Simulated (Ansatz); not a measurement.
The cluster MgS₂, relaxed as a triplet with UKS PBE-D4/def2-TZVP in Ansatz, starting from the PBE-D4/def2-TZVP geometry of the neutral singlet. Force threshold 0.02 eV/Å.

The structure comes from a short search, and lower isomers may exist.

Start:

```
atom   x (Å)   y (Å)   z (Å)
 Mg1  -0.533  -0.188   1.162
  S2  -0.366  -0.759  -1.009
  S3   0.899   0.947  -0.153
```

Q: Estimate the energy that the relaxation releases and the steps that it takes.

A: 74.0 kJ/mol, in 5 steps; 5.5 s on 4 threads of Intel Xeon Platinum 8259CL on a shared host. No frequencies were taken in this run, so the end may be a saddle point.

Q: Does the start keep its bonding and symmetry?

A: By distances, no bond broke or formed. The bond that changes most is S2–S3, from 2.29 to 2.03 Å (atoms count from 1). Point group C2v at the start, C2v at the end, both within 0.05 Å.

Q: Predict the relaxed structure.

A: 
```xyz
3

Mg   -0.616   -0.218    1.345
S    -0.253   -0.649   -1.052
S     0.870    0.867   -0.292
```
Bond lengths: 2 × Mg–S 2.46 Å; 1 × S–S 2.03 Å.
